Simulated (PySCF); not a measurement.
PySCF input (PBE/6-311++G(2d,2p)):

```python
import numpy as np, basis_set_exchange as bse
from pyscf import gto, scf, dft, df

basis = {'H': gto.basis.parse(bse.get_basis('6-311++G(2d,2p)', elements=['H'], fmt='nwchem')), 'P': gto.basis.parse(bse.get_basis('6-311++G(2d,2p)', elements=['P'], fmt='nwchem'))}
mol = gto.M(
    atom='''
    P     0.00293147    0.00160888    0.12817703
    H    -0.00384980    1.18388197   -0.65609339
    H     1.01199153   -0.61366513   -0.65676338
    H    -1.05211382   -0.59435001   -0.60979871
    ''',
    basis=basis,
    charge=0,
    verbose=4,
    max_memory=8640,
)
mf = dft.RKS(mol, xc='pbe')
mf.grids.level = 3
mf = mf.density_fit(auxbasis=df.autoaux(mol))
mf.conv_tol = 1e-9
mf.max_cycle = 100
print('smallest overlap eigenvalue', np.linalg.eigvalsh(mol.intor('int1e_ovlp'))[0])
mf.kernel()
dip = mf.dip_moment()
```

Output:

```
PySCF version 2.14.0

[INPUT] verbose = 4
[INPUT] num. atoms = 4
[INPUT] num. electrons = 18
[INPUT] charge = 0
[INPUT] spin (= nelec alpha-beta = 2S) = 0
[INPUT] symmetry False subgroup None
[INPUT] Mole.unit = angstrom
[INPUT] Symbol           X                Y                Z      unit          X                Y                Z       unit  Magmom
[INPUT]  1 P      0.002931470000   0.001608880000   0.128177030000 AA    0.005539675442   0.003040342567   0.242219482160 Bohr   0.0
[INPUT]  2 H     -0.003849800000   1.183881970000  -0.656093390000 AA   -0.007275067634   2.237212687111  -1.239836819237 Bohr   0.0
[INPUT]  3 H      1.011991530000  -0.613665130000  -0.656763380000 AA    1.912386832080  -1.159659027896  -1.241102916844 Bohr   0.0
[INPUT]  4 H     -1.052113820000  -0.594350010000  -0.609798710000 AA   -1.988206971670  -1.123158741033  -1.152352553013 Bohr   0.0

nuclear repulsion = 17.5531721951201
number of shells = 33
number of NR pGTOs = 90
number of NR cGTOs = 65
basis = {'H': [[0, [33.865, 0.0254938], [5.09479, 0.190373], [1.15879, 0.852161]], [0, [0.32584, 1.0]], [0, [0.102741, 1.0]], [0, [0.036, 1.0]], [1, [1.5, 1.0]], [1, [0.375, 1.0]]], 'P': [[0, [77492.4, 0.000781], [11605.8, 0.006068], [2645.96, 0.03116], [754.976, 0.123431], [248.755, 0.378209], [91.1565, 0.563262]], [0, [91.1565, 0.160255], [36.2257, 0.627647], [15.2113, 0.263849]], [0, [4.79417, 1.0]], [0, [1.80793, 1.0]], [0, [0.356816, 1.0]], [0, [0.114783, 1.0]], [0, [0.0348, 1.0]], [1, [384.843, 0.009206], [90.5521, 0.069874], [29.1339, 0.29247], [10.8862, 0.728103]], [1, [4.35259, 0.628349], [1.77706, 0.428044]], [1, [0.697005, 1.0]], [1, [0.253532, 1.0]], [1, [0.068493, 1.0]], [1, [0.0348, 1.0]], [2, [1.1, 1.0]], [2, [0.275, 1.0]]]}
ecp = {}
ETB for P: l = 0, exps = 0.0696 * 1.8^n , n = 0..20
ETB for P: l = 1, exps = 0.0696 * 1.8^n , n = 0..17
ETB for P: l = 2, exps = 0.0696 * 1.8^n , n = 0..16
ETB for P: l = 3, exps = 0.3098 * 2.2^n , n = 0..6
ETB for H: l = 0, exps = 0.072 * 1.8^n , n = 0..12
ETB for H: l = 1, exps = 0.411 * 2^n , n = 0..3
ETB for H: l = 2, exps = 0.75 * 2.2^n , n = 0..2
smallest overlap eigenvalue 0.0009739562171261807

******** <class 'pyscf.df.df_jk.DFRKS'> ********
method = DFRKS
initial guess = minao
damping factor = 0
level_shift factor = 0
DIIS = <class 'pyscf.scf.diis.CDIIS'>
diis_start_cycle = 1
diis_space = 8
diis_damp = 0
SCF conv_tol = 1e-09
SCF conv_tol_grad = None
SCF max_cycles = 100
direct_scf = False
XC library pyscf.dft.libxc version 7.1.2
    S. Lehtola, C. Steigemann, M. J. T. Oliveira, and M. A. L. Marques,  SoftwareX 7, 1–5 (2018)
XC functionals = pbe
    J. P. Perdew, K. Burke, and M. Ernzerhof,  Phys. Rev. Lett. 77, 3865 (1996)
    J. P. Perdew, K. Burke, and M. Ernzerhof,  Phys. Rev. Lett. 78, 1396 (1997)
    J. P. Perdew, K. Burke, and M. Ernzerhof,  Phys. Rev. Lett. 77, 3865 (1996)
    J. P. Perdew, K. Burke, and M. Ernzerhof,  Phys. Rev. Lett. 78, 1396 (1997)
radial grids:
    Treutler-Ahlrichs [JCP 102, 346 (1995); DOI:10.1063/1.469408] (M4) radial grids

becke partition: Becke, JCP 88, 2547 (1988); DOI:10.1063/1.454033
pruning grids: <function nwchem_prune>
grids dens level: 3
symmetrized grids: False
atomic radii adjust function: <function treutler_atomic_radii_adjust>
small_rho_cutoff = 0
Set gradient conv threshold to 3.16228e-05
Initial guess from minao.
tot grids = 48608
init E= -342.818990686757
  HOMO = -0.285838773767917  LUMO = -0.0351463099423277  gap/eV = 6.82169
cycle= 1 E= -342.977901028414  delta_E= -0.159  |g|= 0.172  |ddm|= 1.26
  HOMO = -0.221645137749892  LUMO = -0.0151645810446945  gap/eV = 5.61862
cycle= 2 E= -342.979105402762  delta_E= -0.0012  |g|= 0.105  |ddm|= 0.329
  HOMO = -0.252755385830471  LUMO = -0.0231601285778438  gap/eV = 6.24761
cycle= 3 E= -342.982518582585  delta_E= -0.00341  |g|= 0.0569  |ddm|= 0.188
  HOMO = -0.245950312029557  LUMO = -0.0221944892899225  gap/eV = 6.08871
cycle= 4 E= -342.983214936637  delta_E= -0.000696  |g|= 0.00445  |ddm|= 0.0485
  HOMO = -0.246258872512708  LUMO = -0.0219840393407137  gap/eV = 6.10283
cycle= 5 E= -342.983220440524  delta_E= -5.5e-06  |g|= 0.00179  |ddm|= 0.00909
  HOMO = -0.246115526811227  LUMO = -0.0220313121616793  gap/eV = 6.09764
cycle= 6 E= -342.98322163369  delta_E= -1.19e-06  |g|= 3.56e-05  |ddm|= 0.00237
  HOMO = -0.246099796062005  LUMO = -0.0220265364714072  gap/eV = 6.09734
cycle= 7 E= -342.983221634167  delta_E= -4.76e-10  |g|= 3.96e-06  |ddm|= 7.5e-05
  HOMO = -0.246100662755361  LUMO = -0.0220273990412778  gap/eV = 6.09734
Extra cycle  E= -342.983221634169  delta_E= -2.22e-12  |g|= 3.56e-06  |ddm|= 1.47e-05
converged SCF energy = -342.983221634169
Dipole moment(X, Y, Z, Debye): -0.01634, -0.00897, -0.71447
```
